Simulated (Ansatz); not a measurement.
Input file:

```yaml
crystal:
  periodic: [false, false, false]
  atoms:
    - {symbol: Al, position_ang: [0.000000, 0.000000, 0.110806]}
    - {symbol: C, position_ang: [0.000000, 0.000000, -1.812723]}
    - {symbol: H, position_ang: [0.000000, 0.000000, 1.701917]}
basis:
  gaussian: {orbitals: 6-31G}
magnetization: {spin_polarized: false}
correlation: {method: ccsdtq, electrons: outside_noble_gas}
```

```sh
$ ansatz run in.yaml --threads 1 --pin off --events-out ev --progress --plain --max-ram 2393MiB
```

Log:

```
501 factors; integrals over basis functions are off by at most 1.2e-7 eV
mean field evaluation 1: about -7620.2181 eV, gradient 1.1e1 eV
mean field evaluation 2: about -7620.2193 eV, gradient 1.1e1 eV
mean field evaluation 4: about -7620.8559 eV, gradient 1.8e0 eV
mean field evaluation 8: about -7620.8994 eV, gradient 8.7e-2 eV
mean field evaluation 16: about -7620.8823 eV, gradient 6.2e-1 eV
mean field evaluation 32: about -7608.6416 eV, gradient 1.6e1 eV
mean field evaluation 64: about -7618.0783 eV, gradient 1.6e0 eV
mean field evaluation 96: about -7588.6394 eV, gradient 2.8e-1 eV
mean field evaluation 128: about -7617.8517 eV, gradient 3.6e-2 eV
mean field evaluation 160: about -7595.9399 eV, gradient 3.8e1 eV
...
mean field -7620.89951820 eV, -280.0628916627 hartree, gradient 3.6e-6 eV, S^2 0.000000; 5 other end points of the search recorded, 0 dependent functions left out; unrestricted orbitals would lower it
determinant -7620.89951820 eV, -280.0628916627 hartree, with singles and doubles -7624.71268492 eV, -280.2030229551 hartree
determinant -7617.85172124 eV, -279.9508871901 hartree, with singles and doubles -7622.29510839 eV, -280.1141786562 hartree
6 core orbitals not correlated: weight in the atoms' cores, before any rotation towards them, 1.000 or more for the frozen orbitals, at most 0.000 for the correlated occupied ones
reference -7620.89951820 eV, -280.0628916627 hartree; 4, 4 occupied and 14, 14 virtual orbitals, 501 factors
second order -3.05231900 eV of doubles, -0.00000000 eV of singles
...
cycle  31  -4.10514873 eV  change   -1.6e-4 eV  update   7.9e-5
cycle  32  -4.10517517 eV  change   -2.6e-5 eV  update   2.4e-5
cycle  33  -4.10511138 eV  change    6.4e-5 eV  update   3.2e-5
cycle  34  -4.10511884 eV  change   -7.5e-6 eV  update   8.4e-6
cycle  35  -4.10514233 eV  change   -2.3e-5 eV  update   6.3e-6
cycle  36  -4.10511045 eV  change    3.2e-5 eV  update   1.2e-5
cycle  37  -4.10511666 eV  change   -6.2e-6 eV  update   2.6e-6
cycle  38  -4.10511142 eV  change    5.2e-6 eV  update   2.4e-6
cycle  39  -4.10510875 eV  change    2.7e-6 eV  update   9.5e-7
cycle  40  -4.10510826 eV  change    4.9e-7 eV  update   4.1e-7
WARN: these amplitudes may be one of several solutions (largest doubles amplitude 0.74, level shift 0.00 eV)
Total energy: -7625.00462646 eV, -280.2137516087 hartree
```

The T1 diagnostic is 0.028.

For the same geometry and basis full CI lies 5.9 meV lower. By full CI's occupations no single determinant describes the state well. The program flagged this run's energy as in doubt. The determinant fills πx and πy unequally, so it is a mixture of Σ and Δ.

Ran on 1 thread of Intel Xeon Platinum 8488C, shared host: 8.5 s wall, 0.14 GiB peak host memory.
